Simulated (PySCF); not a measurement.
**SiS (SMILES [Si-]#[S+]): PBE0/STO-6G**

Aim: the vertical singlet–triplet gap of SiS at PBE0/STO-6G, from 2 runs. The job is set up through a Python script.

The results are computed with PySCF 2.14.0.

29 further runs of the same task are left out: 15 that didn't finish, 14 set aside as unsound or not needed.

## (1) The system as given

SiS: 2 atoms, total charge 0, spin state singlet. SMILES: `[Si-]#[S+]`. Geometry: the measured bond length.

Bond lengths: Si1–S2 1.929 Å.

## (2) A single-point energy at PBE0/STO-6G

File input.py:

```python
# silylene, thioxo-
from pyscf import gto, dft

system = gto.M(
    atom='Si 0.000000 0.000000 0.000000; S 0.000000 0.000000 1.929321',
    max_memory=1860,
    verbose=3,
    basis='sto-6g',
    spin=0,
)

mf = dft.RKS(system)
mf.xc = 'pbe0'
mf.grids.level = 5
mf.conv_tol = 1e-10
mf.kernel()
if not mf.converged:
    mf = mf.newton().run(mf.mo_coeff, mf.mo_occ)

energy = mf.e_tot
print(f'total energy: {energy:.8f} hartree')
```

Launch:

```
$ OMP_NUM_THREADS=1 python input.py
```

The log of the run:

```text
converged SCF energy = -684.942115482844
total energy: -684.94211548 hartree
```

Run time: 2.1 s. Hardware: 1 thread of Intel Xeon Platinum 8488C (Sapphire Rapids), shared host; peak memory 0.17 GiB.

## (3) The triplet, same level

File run.py:

```python
from pyscf import gto, dft

mol = gto.Mole()
mol.atom = '''
Si   0.000000   0.000000   0.000000
S    0.000000   0.000000   1.929321
'''
mol.basis = 'sto-6g'
mol.verbose = 3
mol.max_memory = 1860
mol.spin = 2
mol.build()

calc0 = dft.UKS(mol)
calc0.xc = 'pbe0'
calc0.grids.level = 5
calc0.conv_tol = 1e-10
calc0.kernel()
if not calc0.converged:
    calc0 = calc0.newton().run(calc0.mo_coeff, calc0.mo_occ)

e_final = calc0.e_tot
print('E = %.10f Eh' % e_final)
```

Launch:

```
$ OMP_NUM_THREADS=1 python run.py
```

The log of the run:

```text
WARN: HOMO -0.01793103782884 >= LUMO -0.247628402848785

WARN: HOMO 0.0543505576722898 >= LUMO -0.0408740883091333

WARN: HOMO 0.0017029933371186 >= LUMO -0.0477652150718156

WARN: HOMO 0.0028187999299461 >= LUMO -0.0449555575501419

WARN: HOMO 0.00260102398657236 >= LUMO -0.0442589371575249

WARN: HOMO 0.00265614598465252 >= LUMO -0.0438271426913628

WARN: HOMO 0.00252389821574761 >= LUMO -0.0438054894750072

WARN: HOMO 0.00253829230465702 >= LUMO -0.0437797868221558

WARN: HOMO 0.00253835356334481 >= LUMO -0.0437813403618448

WARN: HOMO 0.00253872851535891 >= LUMO -0.0437810509191288

WARN: HOMO 0.00253878992851592 >= LUMO -0.0437809940304668

converged SCF energy = -684.797284518405  <S^2> = 2.0121654  2S+1 = 3.0080993
E = -684.7972845184 Eh
```

It took 2.7 s on 1 thread of Intel Xeon Platinum 8488C (Sapphire Rapids), shared host; peak memory 0.18 GiB.

## (4) What came out

At PBE0/STO-6G:

```
                                        quantity          value
                           singlet: total energy  -684.94212 Eh
                          singlet: dipole moment         1.22 D
                            singlet: HOMO energy       -3.95 eV
                            singlet: LUMO energy        2.66 eV
                          singlet: HOMO–LUMO gap        6.61 eV
                           triplet: total energy  -684.79728 Eh
                          triplet: dipole moment         1.83 D
     triplet: HOMO energy (highest over α and β)        0.07 eV
                                   triplet: ⟨S²⟩          2.012
vertical energy of the triplet above the singlet       3.941 eV
```

At this shape the triplet lies 3.94 eV (380 kJ/mol) above the singlet. In a minimal basis such a difference can be off by several eV, whatever the method.
